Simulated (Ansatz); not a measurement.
## Si2⁺, quartet: reading a ladder of total energies

Geometry: a PBE0/def2-TZVP stationary point for this spin.

```yaml
atoms:
  - { symbol: Si, position_ang: [0.0000, 0.0000, 0.0000] }
  - { symbol: Si, position_ang: [0.0000, 0.0000, 2.2726] }
```

Basis cc-pVTZ; Ansatz 0.2.0. Correlated methods freeze the noble-gas cores, which leaves 7 electrons in 58 orbitals. Prefix R: restricted or restricted open-shell reference; prefix U: unrestricted.

Full CI isn't at hand for all of this; UCCSDT(Q) serves as the reference, and is uncertain by the last step of the cluster series or more.

UCCSD has a T1 diagnostic of 0.023 and a largest doubles amplitude of 0.09.

Runs differ by some tens of microhartree through their thresholds and, for an open shell, their frozen cores, so steps under 0.03 kcal/mol mean nothing.

```csv
level,total energy (hartree)
UHF,-577.516252
UMP2,-577.653161
UCCSD,-577.680889
UCCSD(T),-577.691665
UCCSDT,-577.693667
UCCSDT(Q),-577.694528
```

Q: What is the correlation energy at UCCSDT(Q), and what share of it do UMP2 and UCCSDT recover?

A: E(corr) = -577.694528 − (-577.516252) = -0.178276 hartree = -4.851 eV. UMP2: -0.136909 / -0.178276 = 76.80 %. UCCSDT: -0.177415 / -0.178276 = 99.52 %.

Q: By how many kcal/mol does UCCSD(T) miss UCCSDT(Q) (1 hartree = 627.509 kcal/mol), and which steps make up the rest?

A: -577.691665 − (-577.694528) = 0.002863 hartree = 1.80 kcal/mol. Steps: UCCSDT − UCCSD(T) = -1.26, UCCSDT(Q) − UCCSDT = -0.54 kcal/mol. Differences between like states or geometries often cancel part of this.
